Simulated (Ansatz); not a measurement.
fcc Pb, treated with r²SCAN (Ansatz, a quantum-chemistry and plane-wave program, plane waves, PAW).

A relaxed, unreconstructed slab of the (211) face has 12 atoms, two equal faces of 30.560 Å² each and an energy of -143049.0920 eV. A bulk cell of 6 atoms with the same orientation and in-plane k mesh has -71525.1438 eV. Energies are extrapolated to zero smearing.

Run with plane-wave cutoff 500 eV, 8×16×1 k mesh (along the axes of the cell as run), Fermi–Dirac smearing 0.1 eV, scalar-relativistic PAW data made under PBE.

Worked out: γ = (E_slab − N E_bulk per atom)/2A = [-143049.0920 − 12 × (-71525.1438/6)]/(2 × 30.560) = 0.0196 eV/Å². With 16.022 J/m² per eV/Å² this is 0.31 J/m², or 0.60 eV per surface cell and face.
